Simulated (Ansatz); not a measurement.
Forces on a displaced structure

CH6Si, closed shell, at a displaced guess of a reacting structure.

```xyz
8
angstrom
Si -0.9579 -0.5250 0.2100
H -0.5103 -1.3744 -1.3759
H 0.2934 -1.4135 -0.8604
H -0.3101 -1.4903 1.1116
C 0.1993 0.9653 0.2183
H 1.2185 0.7565 0.0410
H -0.0856 1.7013 -0.5100
H 0.1458 1.4383 1.1900
```

Computed with Ansatz 0.2.0 (basis: def2-TZVPP); correlated methods freeze the cores.

CCSD(T) forces from the calculation:
```json
{"atom": "Si1", "Fx": "-1.062", "Fy": "-0.047", "Fz (eV/Å)": "-0.837"}
{"atom": "H2", "Fx": "1.585", "Fy": "0.252", "Fz (eV/Å)": "1.801"}
{"atom": "H3", "Fx": "-1.526", "Fy": "-0.022", "Fz (eV/Å)": "-1.109"}
{"atom": "H4", "Fx": "0.505", "Fy": "-0.422", "Fz (eV/Å)": "0.201"}
{"atom": "C5", "Fx": "-0.239", "Fy": "0.053", "Fz (eV/Å)": "-0.025"}
{"atom": "H6", "Fx": "1.298", "Fy": "-0.338", "Fz (eV/Å)": "-0.087"}
{"atom": "H7", "Fx": "-0.398", "Fy": "0.407", "Fz (eV/Å)": "-0.372"}
{"atom": "H8", "Fx": "-0.164", "Fy": "0.117", "Fz (eV/Å)": "0.427"}
```

Task: Which atom feels the largest CCSD(T) force, and how large is it?

Result: H2, 2.41 eV/Å, along (0.66, 0.10, 0.75).

Root-mean-square difference of the force components from those of CCSD(T): PBE0-D4 0.135; wB97M-V 0.047; r2SCAN-D4 0.164; PBE-D4 0.254; wB97X-V 0.055; HSE06-D4 0.134 eV/Å.

T1 diagnostic: at most 0.013. These are differences at one structure, and CCSD(T) in triple zeta is itself an approximation.

For scale, one of the runs: CCSD(T)/def2-TZVPP forces, 157 basis functions (an equivalent command: `ansatz run in.yaml --threads 4`). Hardware: 4 CPU threads, shared host. Wall time 27 s; peak host memory 2 GiB.
